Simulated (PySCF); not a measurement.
# H2SeCl2, a complex of two parts: interaction energy

One table from this session's results is given with a row withheld; the runs are named, their logs left out.

Computed with PySCF 2.14.0; each step states its level. No surroundings beyond the atoms listed, unless a continuum is named. Atoms count from 0, parts from 1.

## The system as given

5 atoms, charge 0, multiplicity 1; geometry: GFN2-xTB. Parts: 1 = atoms 0–1, `ClCl`, charge 0; 2 = atoms 2–4, `[SeH2]`, charge 0.

The first run:

What the job is given:

```
{"job": {"xc": "PBE0", "basis": "def2-TZVPD", "d3": "d3bj", "grid": 3, "kind": "geom", "shake": 0.01}, "charge": 0, "multiplicity": 1, "parts": [{"atoms": "0-1", "charge": 0, "multiplicity": 1}, {"atoms": "2-4", "charge": 0, "multiplicity": 1}]}
Cl     1.023212    -0.048124     0.306197
Cl    -1.104089     0.015654     0.201729
Se    -3.710622     0.110317     0.004875
H     -3.585018    -0.240103    -1.384317
H     -3.639530     1.509806    -0.315439
```

Command:

```bash
$ OMP_NUM_THREADS=1 python cluster_run.py task.json out
```

One launch serves the whole session: the jobs run in the order shown.

Steps of the session up to this table: Optimising the geometry at PBE0-D3(BJ)/def2-TZVPD; Coupled-cluster interaction energy: CCSD(T) and MP2, 2.98 Å; Coupled-cluster interaction energy: CCSD(T) and MP2, 3.12 Å; Coupled-cluster interaction energy: CCSD(T) and MP2, 3.27 Å; Coupled-cluster interaction energy: CCSD(T) and MP2, 2.83 Å; Coupled-cluster interaction energy: CCSD(T) and MP2, 3.72 Å; Coupled-cluster interaction energy: CCSD(T) and MP2, 2.68 Å; Coupled-cluster interaction energy: CCSD(T) and MP2, 4.46 Å; Coupled-cluster interaction energy: CCSD(T) and MP2, 5.95 Å.

One table of the session follows, with a row left open; its other results are not shown here.

It belongs to the step «Coupled-cluster interaction energy: CCSD(T) and MP2, 5.95 Å». 

| method | interaction energy (kcal/mol) |
| --- | --- |
| HF/aug-cc-pVDZ | -0.138 |
| MP2/aug-cc-pVDZ | ? |
| CCSD/aug-cc-pVDZ | -0.195 |
| CCSD(T)/aug-cc-pVDZ | -0.206 |
| HF/aug-cc-pVQZ | -0.114 |
| MP2/aug-cc-pVQZ | -0.218 |
| SCS-MP2/aug-cc-pVQZ | -0.191 |
| MP2, extrapolated | -0.219 |
| CCSD(T), limit estimate | -0.198 |

**Question.** Estimate the row for MP2/aug-cc-pVDZ.

As computed: interaction energy (kcal/mol): -0.227. In the column «interaction energy (kcal/mol)» it is the lowest.
